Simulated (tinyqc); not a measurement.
Coupled-perturbed Hartree-Fock on RHF in the sto-3g basis, for BH3, spin multiplicity 1, step by step (part 2 of 2). Computed by tinyqc, a small Python program that keeps every step (integrals from PySCF). Command: `OMP_NUM_THREADS=1 python tinyqc.py 20138 20139 out.jsonl` (the two numbers bound the seeds that draw the settings). One thread of a shared host (Intel(R) Xeon(R) Processor @ 2.60GHz), about 0.2 s of CPU time with the checks.

Geometry (angstrom):
```
atom          x          y         z
B      0.000000   0.000000  0.044000
H      1.346000   0.000000  0.000000
H     -0.673000   1.166000  0.000000
H     -0.673000  -1.166000  0.000000
```

## Iteration 7 (converged): orbitals

converged F (hartree), order 1B 1s, 1B 2s, 1B 2px, 1B 2py, 1B 2pz, 2H 1s, 3H 1s, 4H 1s:
```
[[-7.424069, -2.176178, -0.000001, 0.000000, -0.000807, -0.387431, -0.387185, -0.387185],
 [-2.176178, -1.052698, -0.000060, 0.000000, 0.007518, -0.468146, -0.467986, -0.467986],
 [-0.000001, -0.000060, -0.124329, 0.000000, 0.000005, -0.364944, 0.182408, 0.182408],
 [0.000000, 0.000000, 0.000000, -0.124292, 0.000000, 0.000000, -0.316013, 0.316013],
 [-0.000807, 0.007518, 0.000005, 0.000000, 0.243497, 0.008493, 0.008488, 0.008488],
 [-0.387431, -0.468146, -0.364944, 0.000000, 0.008493, -0.313918, -0.093428, -0.093428],
 [-0.387185, -0.467986, 0.182408, -0.316013, 0.008488, -0.093428, -0.313780, -0.093351],
 [-0.387185, -0.467986, 0.182408, 0.316013, 0.008488, -0.093428, -0.093351, -0.313780]]
```

X, order 1B 1s, 1B 2s, 1B 2px, 1B 2py, 1B 2pz, 2H 1s, 3H 1s, 4H 1s:
```
[[-0.391133, 0.000431, 0.000000, 0.926575, 0.207288, -0.000118, 0.000000, 0.208648],
 [1.279576, -0.001064, 0.000000, -0.025670, 0.025803, -0.000209, 0.000000, 0.491167],
 [0.001130, 1.035335, 0.000000, -0.000016, 0.000001, 0.596300, 0.000000, 0.000195],
 [0.000000, 0.000000, 1.035311, 0.000000, 0.000000, 0.000000, 0.596274, 0.000000],
 [-0.039669, 0.000028, 0.000000, -0.226549, 0.973550, 0.000004, 0.000000, -0.015004],
 [-0.619718, -0.900541, 0.000000, -0.208027, -0.046682, 0.456668, 0.000000, 0.295092],
 [-0.618274, 0.451030, -0.780254, -0.208125, -0.046703, -0.228502, 0.395595, 0.294851],
 [-0.618274, 0.451030, 0.780254, -0.208125, -0.046703, -0.228502, -0.395595, 0.294851]]
```

Diagonalise F' = X^T F X, C = X C', fill 4 alpha and 4 beta electrons from the bottom; D = 2 C_occ C_occ^T. Each column has its largest component positive (the first on a tie).

F' = X^T F X (hartree):
```
[[0.405810, 0.000406, 0.000000, 0.856661, 0.187604, -0.000025, 0.000000, 0.236058],
 [0.000406, 0.619531, 0.000000, -0.001235, -0.000276, 0.094558, 0.000000, -0.000366],
 [0.000000, 0.000000, 0.619491, 0.000000, 0.000000, 0.000000, 0.094541, 0.000000],
 [0.856661, -0.001235, 0.000000, -5.887737, -1.433547, 0.001121, 0.000000, -2.423050],
 [0.187604, -0.000276, 0.000000, -1.433547, -0.091856, 0.000267, 0.000000, -0.578012],
 [-0.000025, 0.094558, 0.000000, 0.001121, 0.000267, -0.411366, 0.000000, 0.000524],
 [0.000000, 0.000000, 0.094541, 0.000000, 0.000000, 0.000000, -0.411352, 0.000000],
 [0.236058, -0.000366, 0.000000, -2.423050, -0.578012, 0.000524, 0.000000, -1.703900]]
```

orbital energies (hartree): [-7.429335, -0.617447, -0.419967, -0.419951, 0.243028, 0.526071, 0.628090, 0.628134]

coefficients C, order 1B 1s, 1B 2s, 1B 2px, 1B 2py, 1B 2pz, 2H 1s, 3H 1s, 4H 1s:
```
[[0.991347, -0.224421, 0.000051, 0.000000, -0.016772, -0.254194, 0.000000, -0.000370],
 [0.033596, 0.611698, -0.000195, 0.000000, 0.072304, 1.224480, 0.000000, 0.001910],
 [0.000002, 0.000113, 0.500056, 0.000000, -0.000005, -0.001411, 0.000000, 1.085097],
 [0.000000, 0.000000, 0.000000, 0.500045, 0.000000, 0.000000, 1.085066, 0.000000],
 [-0.000133, -0.005342, -0.000002, 0.000000, 0.997368, -0.078429, 0.000000, -0.000107],
 [-0.005422, 0.277306, 0.536452, 0.000000, -0.028667, -0.660419, 0.000000, -0.856983],
 [-0.005420, 0.277131, -0.268340, 0.464644, -0.028683, -0.662105, -0.741214, 0.426960],
 [-0.005420, 0.277131, -0.268340, -0.464644, -0.028683, -0.662105, 0.741214, 0.426960]]
```

D after iteration 7, order 1B 1s, 1B 2s, 1B 2px, 1B 2py, 1B 2pz, 2H 1s, 3H 1s, 4H 1s:
```
[[2.066267, -0.207945, 0.000005, 0.000000, 0.002134, -0.135162, -0.135163, -0.135163],
 [-0.207945, 0.750607, -0.000056, 0.000000, -0.006544, 0.338682, 0.338782, 0.338782],
 [0.000005, -0.000056, 0.500112, 0.000000, -0.000003, 0.536575, -0.268308, -0.268308],
 [0.000000, 0.000000, 0.000000, 0.500090, 0.000000, 0.000000, 0.464686, -0.464686],
 [0.002134, -0.006544, -0.000003, 0.000000, 0.000057, -0.002964, -0.002958, -0.002958],
 [-0.135162, 0.338682, 0.536575, 0.000000, -0.002964, 0.729418, -0.134145, -0.134145],
 [-0.135163, 0.338782, -0.268308, 0.464686, -0.002958, -0.134145, 0.729464, -0.134113],
 [-0.135163, 0.338782, -0.268308, -0.464686, -0.002958, -0.134145, -0.134113, 0.729464]]
```

## Convergence

Stop when the energy changes by less than 1e-10 hartree and every element of the error matrix X^T (F D S - S D F) X is below 3e-06.

Course of the cycle:
```
iteration   E (hartree)     change  largest element of the error matrix
1          -23.73958769          -                             8.39e-01
2          -25.96932301  -2.23e+00                             2.23e-01
3          -26.01592771  -4.66e-02                             2.41e-02
4          -26.01632941  -4.02e-04                             1.50e-03
5          -26.01633213  -2.72e-06                             2.45e-04
6          -26.01633222  -8.70e-08                             7.74e-06
7          -26.01633222  -4.07e-11                             2.32e-06
```

PySCF RHF in the same basis = -26.01633222 hartree

Converged in 7 iterations.

## Populations, bond orders and dipole

overlap S, order 1B 1s, 1B 2s, 1B 2px, 1B 2py, 1B 2pz, 2H 1s, 3H 1s, 4H 1s:
```
[[1.000000, 0.269328, 0.000000, 0.000000, 0.000000, 0.046624, 0.046595, 0.046595],
 [0.269328, 1.000000, 0.000000, 0.000000, 0.000000, 0.398239, 0.398104, 0.398104],
 [0.000000, 0.000000, 1.000000, 0.000000, 0.000000, 0.431545, -0.215673, -0.215673],
 [0.000000, 0.000000, 0.000000, 1.000000, 0.000000, 0.000000, 0.373663, -0.373663],
 [0.000000, 0.000000, 0.000000, 0.000000, 1.000000, -0.014107, -0.014100, -0.014100],
 [0.046624, 0.398239, 0.431545, 0.000000, -0.014107, 1.000000, 0.067467, 0.067467],
 [0.046595, 0.398104, -0.215673, 0.373663, -0.014100, 0.067467, 1.000000, 0.067407],
 [0.046595, 0.398104, -0.215673, -0.373663, -0.014100, 0.067467, 0.067407, 1.000000]]
```

Mulliken: Z minus the diagonal of D S on the atom; Loewdin: the same with S^(1/2) D S^(1/2); Mayer order: 2 sum_s sum (D(s) S)_ij (D(s) S)_ji over the two atoms.

Charges (e):
```
atom   Mulliken    Loewdin
1B     0.214470   0.205767
2H    -0.071490  -0.068587
3H    -0.071490  -0.068590
4H    -0.071490  -0.068590
```

Mayer bond orders:
```
pair     order
2-1   0.981729
3-1   0.981724
3-2   0.006580
4-1   0.981724
4-2   0.006580
4-3   0.006585
```

dipole moment about the origin, x y z (debye): [-0.000041, 0.000000, 0.118126]

## Integrals over molecular orbitals

core Hamiltonian H = T + V (hartree), order 1B 1s, 1B 2s, 1B 2px, 1B 2py, 1B 2pz, 2H 1s, 3H 1s, 4H 1s:
```
[[-13.499734, -3.504772, -0.000009, 0.000000, 0.001422, -0.613500, -0.613107, -0.613107],
 [-3.504772, -4.568592, -0.000073, 0.000000, 0.013216, -1.599965, -1.599302, -1.599302],
 [-0.000009, -0.000073, -3.820792, 0.000000, 0.000003, -1.525519, 0.762340, 0.762340],
 [0.000000, 0.000000, 0.000000, -3.820790, 0.000000, 0.000000, -1.320811, 1.320811],
 [0.001422, 0.013216, 0.000003, 0.000000, -3.677782, 0.052055, 0.052027, 0.052027],
 [-0.613500, -1.599965, -1.525519, 0.000000, 0.052055, -2.870042, -0.279795, -0.279795],
 [-0.613107, -1.599302, 0.762340, -1.320811, 0.052027, -0.279795, -2.869598, -0.279555],
 [-0.613107, -1.599302, 0.762340, 1.320811, 0.052027, -0.279795, -0.279555, -2.869598]]
```

Given earlier and not repeated: Two-electron integrals (ij|kl) in chemists' order.

(pq|rs) = sum C_ip C_jq C_kr C_ls (ij|kl), one index at a time.

one-electron integrals over orbitals h = C^T H C (hartree):
```
[[-13.484513, 0.289525, -0.000070, 0.000000, 0.022649, 0.294939, 0.000000, 0.000416],
 [0.289525, -3.616558, -0.000062, 0.000000, -0.023038, -0.632993, 0.000000, -0.001049],
 [-0.000070, -0.000062, -3.301406, 0.000000, 0.000019, 0.001104, 0.000000, -0.641694],
 [0.000000, 0.000000, 0.000000, -3.301245, 0.000000, 0.000000, -0.641799, 0.000000],
 [0.022649, -0.023038, 0.000019, 0.000000, -3.675030, 0.044138, 0.000000, 0.000052],
 [0.294939, -0.632993, 0.001104, 0.000000, 0.044138, -2.896190, 0.000000, 0.000277],
 [0.000000, 0.000000, 0.000000, -0.641799, 0.000000, 0.000000, -3.095272, 0.000000],
 [0.000416, -0.001049, -0.641694, 0.000000, 0.000052, 0.000277, 0.000000, -3.095254]]
```

Two-electron integrals over orbitals (pq|rs), unique and non-zero (hartree):
```
(11|11) 2.887518    (21|11) -0.246366   (21|21) 0.032945    (22|11) 0.585568
(22|21) -0.008090   (22|22) 0.427017    (31|11) 0.000056    (31|21) -0.000006
(31|22) 0.000008    (31|31) 0.006761    (32|11) 5.05e-07    (32|21) 4.03e-06
(32|22) 0.000067    (32|31) 0.011203    (32|32) 0.115291    (33|11) 0.510765
(33|21) -0.003166   (33|22) 0.416146    (33|31) 0.003402    (33|32) 0.063845
(33|33) 0.466630    (41|41) 0.006760    (42|41) 0.011200    (42|42) 0.115233
(43|41) -0.003408   (43|42) -0.063892   (43|43) 0.050100    (44|11) 0.510728
(44|21) -0.003167   (44|22) 0.416067    (44|31) -0.003404   (44|32) -0.063874
(44|33) 0.366568    (44|44) 0.466661    (51|11) -0.018031   (51|21) 0.002278
(51|22) -0.001201   (51|31) -6.86e-07   (51|32) -1.49e-07   (51|33) -0.000597
(51|44) -0.000597   (51|51) 0.021907    (52|11) 0.011500    (52|21) -0.000681
(52|22) -0.000074   (52|31) 5.43e-08    (52|32) -7.02e-07   (52|33) -0.000604
(52|44) -0.000604   (52|51) 0.021011    (52|52) 0.068353    (53|11) -0.000007
(53|21) 2.96e-07    (53|22) -2.39e-06   (53|31) 0.000254    (53|32) -0.002403
(53|33) -0.002366   (53|44) 0.002366    (53|51) -4.96e-06   (53|52) -0.000012
(53|53) 0.015793    (54|41) 0.000253    (54|42) -0.002404   (54|43) 0.002368
(54|54) 0.015792    (55|11) 0.741307    (55|21) -0.009443   (55|22) 0.453058
(55|31) 1.96e-06    (55|32) 2.37e-06    (55|33) 0.412805    (55|44) 0.412781
(55|51) 0.002354    (55|52) 0.013811    (55|53) -0.000006   (55|55) 0.586822
(61|11) -0.268294   (61|21) 0.036609    (61|22) -0.008259   (61|31) -0.000024
(61|32) -0.000023   (61|33) -0.003041   (61|44) -0.003027   (61|51) 0.001103
(61|52) -0.002046   (61|53) -7.55e-08   (61|55) -0.008301   (61|61) 0.040851
(62|11) 0.223405    (62|21) -0.008816   (62|22) 0.048073    (62|31) -0.000009
(62|32) -0.000017   (62|33) 0.021234    (62|44) 0.021184    (62|51) -0.001994
(62|52) -0.000073   (62|53) -4.99e-06   (62|55) 0.114710    (62|61) -0.008913
(62|62) 0.074147    (63|11) -0.000356   (63|21) 0.000010    (63|22) -0.000113
(63|31) 0.003407    (63|32) -0.044884   (63|33) -0.043514   (63|44) 0.043437
(63|51) 5.16e-07    (63|52) -0.000007   (63|53) 0.002734    (63|55) -0.000186
(63|61) 6.16e-07    (63|62) -0.000173   (63|63) 0.063738    (64|41) 0.003400
(64|42) -0.045000   (64|43) 0.043567    (64|54) 0.002741    (64|64) 0.063924
(65|11) -0.010866   (65|21) -0.000172   (65|22) -0.004523   (65|31) -1.30e-06
(65|32) -0.000010   (65|33) -0.001720   (65|44) -0.001707   (65|51) 0.022209
(65|52) 0.062178    (65|53) -0.000037   (65|55) -0.000923   (65|61) -0.001692
(65|62) -0.008772   (65|63) 0.000012    (65|65) 0.061854    (66|11) 0.586278
(66|21) -0.010349   (66|22) 0.418066    (66|31) -0.000030   (66|32) -0.000288
(66|33) 0.413899    (66|44) 0.414217    (66|51) -0.003962   (66|52) -0.008085
(66|53) 0.000010    (66|55) 0.437865    (66|61) -0.010179   (66|62) 0.027993
(66|63) 0.000086    (66|65) -0.010221   (66|66) 0.431272    (71|41) 0.012017
(71|42) 0.017891    (71|43) -0.004927   (71|54) 0.000472    (71|64) 0.005935
(71|71) 0.021484    (72|41) 0.008025    (72|42) 0.000437    (72|43) 0.022068
(72|54) 0.003009    (72|64) 0.046473    (72|71) 0.013500    (72|72) 0.049155
(73|41) 0.002298    (73|42) 0.046397    (73|43) -0.023937   (73|54) -0.001841
(73|64) -0.032203   (73|71) 0.004044    (73|72) -0.010626   (73|73) 0.033127
(74|11) 0.209199    (74|21) -0.004931   (74|22) 0.051739    (74|31) 0.002300
(74|32) 0.046401    (74|33) 0.052089    (74|44) 0.004261    (74|51) -0.000072
(74|52) 0.005145    (74|53) -0.001842   (74|55) 0.105578    (74|61) -0.004787
(74|62) 0.071924    (74|63) -0.032228   (74|65) -0.003369   (74|66) 0.026860
(74|74) 0.107401    (75|41) 0.000878    (75|42) 0.006685    (75|43) -0.003470
(75|54) 0.016007    (75|64) -0.003129   (75|71) 0.001494    (75|72) 0.000741
(75|73) 0.002793    (75|75) 0.021188    (76|41) 0.011851    (76|42) 0.105803
(76|43) -0.058972   (76|54) -0.003165   (76|64) -0.047920   (76|71) 0.019637
(76|72) -0.004636   (76|73) 0.049277    (76|75) 0.005823    (76|76) 0.109403
(77|11) 0.662880    (77|21) -0.008927   (77|22) 0.440722    (77|31) 0.000466
(77|32) -0.030096   (77|33) 0.397745    (77|44) 0.465918    (77|51) -0.000548
(77|52) 0.002599    (77|53) 0.002080    (77|55) 0.467501    (77|61) -0.008506
(77|62) 0.052285    (77|63) 0.037279    (77|65) -0.002036   (77|66) 0.441837
(77|74) 0.048293    (77|77) 0.509109    (81|11) -0.000389   (81|21) 0.000056
(81|22) -1.63e-06   (81|31) 0.012017    (81|32) 0.017893    (81|33) 0.004911
(81|44) -0.004925   (81|51) 1.69e-06    (81|52) -2.73e-06   (81|53) 0.000473
(81|55) -0.000011   (81|61) 0.000031    (81|62) -0.000031   (81|63) 0.005946
(81|65) -4.38e-06   (81|66) -0.000068   (81|74) 0.004040    (81|77) 0.001380
(81|81) 0.021484    (82|11) 0.000367    (82|21) -0.000012   (82|22) 0.000081
(82|31) 0.008023    (82|32) 0.000400    (82|33) -0.022046   (82|44) 0.022120
(82|51) -2.71e-06   (82|52) 2.06e-06    (82|53) 0.003010    (82|55) 0.000185
(82|61) -0.000032   (82|62) 0.000061    (82|63) 0.046458    (82|65) -0.000013
(82|66) 0.000060    (82|74) -0.010514   (82|77) 0.028333    (82|81) 0.013497
(82|82) 0.049164    (83|11) 0.209182    (83|21) -0.004932   (83|22) 0.051678
(83|31) -0.002297   (83|32) -0.046480   (83|33) 0.004219    (83|44) 0.052148
(83|51) -0.000072   (83|52) 0.005145    (83|53) 0.001840    (83|55) 0.105563
(83|61) -0.004776   (83|62) 0.071908    (83|63) 0.032052    (83|65) -0.003359
(83|66) 0.027126    (83|74) 0.043609    (83|77) 0.070499    (83|81) -0.004051
(83|82) 0.010799    (83|83) 0.107486    (84|41) 0.002305    (84|42) 0.046338
(84|43) -0.023874   (84|54) -0.001837   (84|64) -0.032106   (84|71) 0.004057
(84|72) -0.010549   (84|73) 0.030588    (84|75) 0.002789    (84|76) 0.049212
(84|84) 0.033032    (85|11) -0.000013   (85|21) -6.03e-08   (85|22) -2.24e-06
(85|31) 0.000878    (85|32) 0.006686    (85|33) 0.003462    (85|44) -0.003470
(85|51) 0.000032    (85|52) 0.000094    (85|53) 0.016007    (85|55) 9.19e-07
(85|61) -4.51e-06   (85|62) -0.000013   (85|63) -0.003119   (85|65) 0.000060
(85|66) -0.000030   (85|74) 0.002789    (85|77) -0.001518   (85|81) 0.001494
(85|82) 0.000741    (85|83) -0.002801   (85|85) 0.021187    (86|11) -0.000077
(86|21) 1.40e-07    (86|22) 0.000034    (86|31) 0.011852    (86|32) 0.105742
(86|33) 0.058784    (86|44) -0.058860   (86|51) -4.86e-06   (86|52) -0.000015
(86|53) -0.003157   (86|55) -0.000026   (86|61) -0.000030   (86|62) -0.000037
(86|63) -0.047670   (86|65) -0.000021   (86|66) -0.000310   (86|74) 0.049199
(86|77) -0.030792   (86|81) 0.019639    (86|82) -0.004583   (86|83) -0.049358
(86|85) 0.005817    (86|86) 0.109224    (87|41) 0.000481    (87|42) -0.029940
(87|43) 0.034027    (87|54) 0.002078    (87|64) 0.037347    (87|71) 0.001420
(87|72) 0.028234    (87|73) -0.011023   (87|75) -0.001509   (87|76) -0.030702
(87|84) -0.010965   (87|87) 0.034280    (88|11) 0.662883    (88|21) -0.008927
(88|22) 0.440754    (88|31) -0.000429   (88|32) 0.030410    (88|33) 0.466090
(88|44) 0.397549    (88|51) -0.000548   (88|52) 0.002599    (88|53) -0.002092
(88|55) 0.467506    (88|61) -0.008503   (88|62) 0.052348    (88|63) -0.037622
(88|65) -0.002042   (88|66) 0.441663    (88|74) 0.070608    (88|77) 0.440290
(88|81) -0.001349   (88|82) -0.028177   (88|83) 0.048096    (88|85) 0.001531
(88|86) 0.031032    (88|88) 0.509293
```

## Response to a field: uncoupled start

dipole integrals <a|z|i> (bohr), order a5, a6, a7, a8:
```
[[0.120373, 0.813913, -0.000194, 0.000000],
 [-0.008357, -0.011334, -0.000066, 0.000000],
 [0.000000, 0.000000, 0.000000, 0.048893],
 [-0.000011, 0.000007, 0.048894, 0.000000]]
```

Field along z; U_ai = -mu_ai / (e_a - e_i), alpha = -4 sum U_ai mu_ai.

uncoupled U, order a5, a6, a7, a8:
```
[[-0.015689, -0.945889, 0.000293, 0.000000],
 [0.001051, 0.009911, 0.000070, 0.000000],
 [0.000000, 0.000000, 0.000000, -0.046651],
 [0.000001, -0.000005, -0.046650, 0.000000]]
```

uncoupled polarisability = 3.105771 bohr^3

## Coupled step 1

U_ai = -(mu_ai + sum_bj [4 (ai|bj) - (ab|ij) - (aj|bi)] U_bj) / (e_a - e_i); alpha = -4 sum U_ai mu_ai.

U after step 1, order a5, a6, a7, a8:
```
[[-0.008150, -1.216046, 0.000400, 0.000000],
 [0.000012, 0.026153, 0.000053, 0.000000],
 [0.000000, 0.000000, 0.000000, -0.039601],
 [0.000000, 0.000014, -0.039602, 0.000000]]
```

polarisability = 3.979624 bohr^3

## Coupled step 2

As before.

U after step 2, order a5, a6, a7, a8:
```
[[-0.004917, -1.294810, 0.000445, 0.000000],
 [-0.000168, 0.028302, 0.000051, 0.000000],
 [0.000000, 0.000000, 0.000000, -0.038691],
 [0.000000, 0.000016, -0.038692, 0.000000]]
```

polarisability = 4.234232 bohr^3

## Coupled polarisability

Repeat until U stops changing; compare with -d2E/dF2.

Course of the coupled iterations:
```
step  alpha (bohr^3)
0           3.105771
1           3.979624
2           4.234232
3           4.308439
4           4.330142
5           4.336491
6           4.338349
7           4.338894
8           4.339053
9           4.339100
10          4.339113
11          4.339117
12          4.339119
13          4.339119
14          4.339119
15          4.339119
16          4.339119
```

coupled polarisability = 4.339119 bohr^3

finite-field check, fields of +/-0.001 au = 4.339128 bohr^3
